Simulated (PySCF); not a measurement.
Molecule: Cyclopropanol (SMILES C1(O)CC1).

Geometry:
```csv
atom,x (Å),y (Å),z (Å)
O1,1.544,-0.188,-0.757
C2,0.579,-0.246,0.234
C3,-0.777,-0.687,-0.190
C4,-0.551,0.743,0.228
H5,2.136,0.541,-0.548
H6,0.933,-0.595,1.215
H7,-1.346,-1.350,0.466
H8,-0.899,-0.877,-1.259
H9,-0.536,1.494,-0.567
H10,-0.958,1.089,1.182
```

Geometry PBE0-D3(BJ)/def2-SVP throughout; GIAO in PySCF, gas phase, one conformer, non-relativistic; equivalent atoms averaged; basis pcSseg-2.

For orientation, BLYP gives these shifts δ (against H2O, TMS at the same level): O1 61.5, C2 52.1, C3/C4 10.9, H6 3.57, H5 0.70, H8/H9 0.46, H7/H10 0.45 ppm.

A run gave: O1 45.4, C2 48.7, C3/C4 9.8, H6 3.33, H5 0.77, H8/H9 0.49, H7/H10 0.39 ppm (shifts δ (against H2O, TMS at the same level)).

Q: Which functional was used in that run?
A. mPW1PW91
B. B3LYP
C. PBE
D. LDA
E. KT2

A: A. O1 tells them apart best: mPW1PW91 gives 45.4, PBE gives 58.2, KT2 gives 56.3, B3LYP gives 51.4, LDA gives 59.9 ppm.
